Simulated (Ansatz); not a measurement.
## How far each method lies from UCCSDT(Q) for HSi–AsH, sextet

Geometry: that of the HSi–AsH, quartet, kept fixed. The quartet lies 5.6 eV lower here.

```xyz
4

Si    0.0000   -0.1255    1.7465
As    0.0000    0.0508   -0.6765
H     0.0000    1.1822    2.4746
H     0.0000   -1.4642   -0.8530
```

Basis cc-pVTZ; Ansatz 0.2.0. Only valence electrons are correlated (noble-gas cores and the filled d shells of p-block atoms frozen), which leaves 11 electrons in 86 orbitals. Prefix R: restricted or restricted open-shell reference; prefix U: unrestricted. Active spaces: valence = (11e, 10o) chosen from the atoms' valence shells. No spin–orbit coupling is included, and no scalar relativity.

Full CI isn't at hand for all of this; UCCSDT(Q) serves as the reference, and is uncertain by about the last step of the cluster series. The frozen core follows each run's orbitals, which can shift R against U totals by a few meV for light atoms and by up to 0.1 eV past Ca.

* UHF ⟨S²⟩: 8.770
* T1 diagnostic (RCCSD): 0.0431
* largest doubles amplitude (RCCSD): 0.042
* T1 diagnostic (UCCSD): 0.0361

```tsv
level	E − E(UCCSDT(Q)) (meV)	share of correlation (%)	wall time
UHF	6127	2.54	–
UMP2	1332	78.81	–
UCCSD	317	94.95	–
UCCSD(T)	68	98.93	9.5 s (H100)
UCCSDT	13	99.79	–
```

The correlation energy at UCCSDT(Q), counted from RHF, is -6.286 eV. That run took 19 s on 2 threads of AMD EPYC 7R13 with a shared H100 80 GB, shared host.

Run but not shown, since their state or frozen core can't be matched to the reference's or they repeat it: RHF, RMP2, RCCSD, RCCSD(T), BCCD(T), RCCSDT, RCCSDT(Q), CASSCF (valence space), NEVPT2 (valence space), MRCISD (valence space), MRCISD+Q (valence space).

Times hold each run's SCF and search for its determinant on a shared host, so for small cases they say little of a method's own cost.

Natural occupations of CASSCF (valence space) about the gap: 1.971 1.965 1.006 1.001 1.001 1.000 0.997 0.040 0.026; effectively unpaired electrons, Σ n²(2−n)², 5.02.
